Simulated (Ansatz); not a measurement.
## 2H WS₂

Calculation: PBEsol (PAW; Ansatz, a quantum-chemistry and plane-wave program).

Run with plane-wave cutoff 520 eV, 12×12×4 k mesh (along the axes of the cell as run), no spin polarisation, scalar-relativistic PAW data made under PBE.

Cell (measured lattice):

```
CELL_PARAMETERS angstrom
      3.15300     0.00000     0.00000
     -1.57650     2.73058     0.00000
      0.00000     0.00000    12.32300
ATOMIC_POSITIONS crystal
  W  0.66667 0.33333 0.75000
  W  0.33333 0.66667 0.25000
  S  0.66667 0.33333 0.12312
  S  0.33333 0.66667 0.62312
  S  0.33333 0.66667 0.87688
  S  0.66667 0.33333 0.37688
```

- elastic constant C11: 247 GPa
- elastic constant C12: 52.9 GPa
- elastic constant C13: 7.73 GPa
- elastic constant C33: 40.2 GPa
- elastic constant C44: 16.7 GPa
- elastic constant C66: 97.1 GPa
- Voigt–Reuss–Hill bulk modulus: 54.4 GPa
- polycrystal shear modulus (Hill average): 42.7 GPa
- Young modulus: 101 GPa
- Poisson ratio: 0.189

Measured, for comparison: elastic constant C33 60 ± 5 GPa (temperature not stated, no zero-point or thermal correction; as tabulated in Björkman et al. (2012), arXiv:1206.3542). Computed (rounded) less measured: elastic constant C33 -33 %.

Note: the cell isn't this level's own, so it is under some stress, which shifts stiffness and frequencies.

Elastic constants are with the ions relaxed.

Spin–orbit coupling is not included.

Static lattice: no zero-point or thermal effects.

Cost on a shared machine: very roughly 24 core-minutes.
